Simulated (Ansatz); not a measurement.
A (100) slab of Nb (Fm-3m (No. 225)), 6 planes, outer planes Nb (top) and Nb (bottom), with 6 atoms (Nb6) in a surface cell of A = 8.874 Å², as cut from the bulk:

```
CELL_PARAMETERS angstrom
2.97893 0.00000 0.00000
0.00000 2.97893 0.00000
0.00000 0.00000 25.53211
ATOMIC_POSITIONS crystal
Nb 0.50000 0.50000 0.29375
Nb 0.00000 0.00000 0.37625
Nb 0.50000 0.50000 0.45875
Nb 0.00000 0.00000 0.54125
Nb 0.50000 0.50000 0.62375
Nb 0.00000 0.00000 0.70625
```

Level of theory: DFT r2SCAN, scalar-relativistic, plane waves, PAW in Ansatz 0.2.0. Plane waves to 500 eV, a k mesh through Γ of 12×12×1 on the computed 6-atom cell and Gaussian smearing (0.10 eV); no spin polarisation. The cell repeats along c with a dipole correction in the vacuum.

Against the same 6 atoms in the bulk, the slab as cut lies 2.501 eV higher and the relaxed slab 2.436 eV higher.

Task: Work out the surface energy before and after relaxation.

Result: The slab has two faces, so γ = (E_slab − N·E_bulk)/(2A), the mean of both. As cut: 2.501/(2 × 8.874) = 0.1409 eV/Å², and 1 eV/Å² = 16.02 J/m², so γ = 2.26 J/m². Relaxed: 2.436/(2 × 8.874) = 0.1373 eV/Å² = 2.20 J/m². Relaxation recovers 3 % of the cost of cutting.

Task: A cut through this plane breaks about 4 nearest-neighbour bonds a surface cell. What does each broken bond cost, before relaxation?

Result: One cut makes two faces and costs 2γA = 2.501 eV, shared by 4 bonds: 0.63 eV a bond. In a metal this is less than the cohesive energy a bond, since the bonds that remain at the surface strengthen.

Task: What is the ideal work of this cut, per area?

Result: Griffith's ideal work is 2γ: 4.51 J/m² if the new faces stay rigid, 4.40 J/m² if they relax. One thickness was run, 6 planes, so γ can still shift with it.

The reference crystal is the fcc form of Nb, which isn't its usual structure.